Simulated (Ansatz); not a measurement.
**BH₃ (singlet): the correlation ladder at a displaced geometry (v2), cc-pVTZ**

An exercise on one series of results from a longer session: the logs are not shown, and one member is left open.

Computed with Ansatz 0.2.0, Gaussian basis. Level: cc-pVTZ, core rule «outside noble gas», up to 1 orbitals frozen.

Plan: UHF; CCSD(T) on RHF; BCCD(T) on RHF; CCSDT(Q) on RHF.

16 further runs of the same task are left out: 4 for a known fault of the program, 4 that didn't finish, 8 set aside as unsound or not needed.

## What is computed

The geometry is a PBE0/def2-TZVP stationary point (not a proven minimum) with its atoms shifted at random (size 0.100 Å).

4 atoms, charge 0, spin multiplicity 1.

Atoms are counted from 1 here; the program's logs count them from 0.

Bond lengths: B1–H2 1.029 Å, B1–H3 1.221 Å, B1–H4 1.266 Å. Angles: H2–B1–H3 123.6°, H2–B1–H4 119.0°, H3–B1–H4 117.4°.

As a file:

```mol
BH3
  3D, bonds by distance, orders not assigned

  4  3  0  0  0  0  0  0  0  0999 V2000
    0.0188    0.0069   -0.0027 B   0  0
    1.0473    0.0299    0.0087 H   0  0
   -0.6787    1.0091   -0.0021 H   0  0
   -0.5704   -1.1132    0.0221 H   0  0
  1  2  8  0
  1  3  8  0
  1  4  8  0
M  END
```

The first run:

Input file in.yaml:

```yaml
crystal:
  periodic: [false, false, false]
  atoms:
    - {symbol: B, position_ang: [0.018816, 0.006921, -0.002669]}
    - {symbol: H, position_ang: [1.047319, 0.029851, 0.008667]}
    - {symbol: H, position_ang: [-0.678731, 1.009084, -0.002093]}
    - {symbol: H, position_ang: [-0.570411, -1.113167, 0.022054]}
basis:
  gaussian: {orbitals: cc-pVTZ}
magnetization: {spin_polarized: true, initial_magnetization: 0}
hamiltonian: {xc: hf}
output: {orbitals: {seedname: orbitals}}
```

Started as:

```sh
$ ansatz run in.yaml --threads 1 --pin off --events-out ev --progress --plain --max-ram 2393MiB
```

Steps of the session up to this table: UHF; CCSD(T) on RHF; BCCD(T) on RHF; CCSDT(Q) on RHF.

One table of the session follows, with a row left open; its other results are not shown here.

| method | from RCCSDT(Q) (kJ/mol) |
| --- | --- |
| RHF | +362.9 |
| RMP2 | ? |
| RCCSD | +7.8 |
| RCCSD(T) | +1.2 |
| BCCD(T) | +1.2 |
| RCCSDT | +0.1 |
| RCCSDT(Q) | 0 |

Estimate the missing values for RMP2.

**Answer.** from RCCSDT(Q) (kJ/mol): +64.8. In the column «from RCCSDT(Q) (kJ/mol)» it lies between RCCSD (+7.8) and RHF (+362.9).
